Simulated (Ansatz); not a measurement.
Relaxation of C2H4ClNS (9 atoms, charge 0, multiplicity 1), to a largest force component of 0.02 eV/Å in at most 50 steps.

All numbers below come from Ansatz 0.2.0, RKS B3LYP/def2-SVP.

```xyz
9
Properties=species:S:1:pos:R:3:forces:R:3
C 1.122 0.540 0.591 -2.40 1.57 -0.37
N 0.028 -0.410 0.360 -0.58 1.13 -1.58
C -0.830 -0.222 -0.617 4.30 -0.09 3.96
S -1.962 -1.419 -0.846 -2.93 -1.87 -1.27
Cl -0.789 1.100 -1.696 -0.26 0.81 -0.89
H 1.742 0.683 -0.285 0.51 -0.08 -0.57
H 1.711 0.276 1.437 0.67 -0.64 0.92
H 0.692 1.583 0.817 0.47 -1.02 -0.21
H -1.625 -2.177 0.221 0.22 0.18 0.01
```

Task: Where does it end, and by what steps?

Result: It converged. The force dipped under the threshold on the way, but the program's further checks kept it going. After 23 steps the energy has fallen by 0.541 eV; H6 moved furthest, 0.75 Å.

```csv
step,energy less start (eV),largest force component (eV/Å),accepted
0,0.0000,4.304,yes
1,-0.3398,2.780,yes
2,-0.4695,0.891,yes
3,-0.5057,0.294,yes
4,-0.5094,0.234,yes
5,-0.5133,0.055,yes
6,-0.5138,0.027,yes
7,-0.5139,0.014,yes
8,-0.5139,0.012,yes
9,-0.5141,0.024,yes
10,-0.5115,0.300,no
11,-0.5146,0.036,yes
12,-0.5154,0.085,yes
13,-0.5158,0.178,yes
14,-0.5180,0.146,yes
15,-0.5280,0.311,yes
16,-0.5354,0.072,yes
17,-0.5123,0.572,no
18,-0.5373,0.105,yes
19,-0.5392,0.085,yes
20,-0.5408,0.010,yes
21,-0.5410,0.093,yes
22,-0.5412,0.044,yes
23,-0.5413,0.017,yes
```

```xyz
9
Properties=species:S:1:pos:R:3
C 1.076 0.667 0.644
N -0.013 -0.249 0.423
C -0.684 -0.341 -0.624
S -2.023 -1.471 -0.889
Cl -0.452 0.653 -2.112
H 1.314 1.291 -0.235
H 1.974 0.098 0.936
H 0.828 1.326 1.494
H -1.931 -2.021 0.346
```

Run time: 36 s on 2 threads of Intel(R) Xeon(R) 6975P-C (Granite Rapids), on a shared host, peak memory 0.22 GiB.
